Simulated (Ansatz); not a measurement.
A calculation with Ansatz (development build ahead of 0.2.0).

```yaml
crystal:
  periodic: [false, false, false]
  atoms:
    - { symbol: C, position_ang: [0.00951, -0.02211, -0.80339] }
    - { symbol: C, position_ang: [0.03304, -0.02206, 0.78992] }
    - { symbol: H, position_ang: [-0.0065, -0.97485, -1.15836] }
    - { symbol: H, position_ang: [-0.89276, 0.51549, -1.11559] }
    - { symbol: H, position_ang: [0.88134, 0.56121, -1.17194] }
    - { symbol: H, position_ang: [-0.01466, 1.02776, 1.21276] }
    - { symbol: H, position_ang: [-0.93131, -0.50945, 1.1877] }
    - { symbol: H, position_ang: [0.89811, -0.56007, 1.15743] }
basis:
  gaussian: { orbitals: aug-cc-pVDZ }
hamiltonian:
  xc: hf
```

The input is written out in the form of the current development build from the run's settings.

The run gave:

| Property | Result |
| --- | --- |
| Converged | yes |
| Total energy | -79.22603 hartree |
| Spin squared of the determinant | 0.000 |
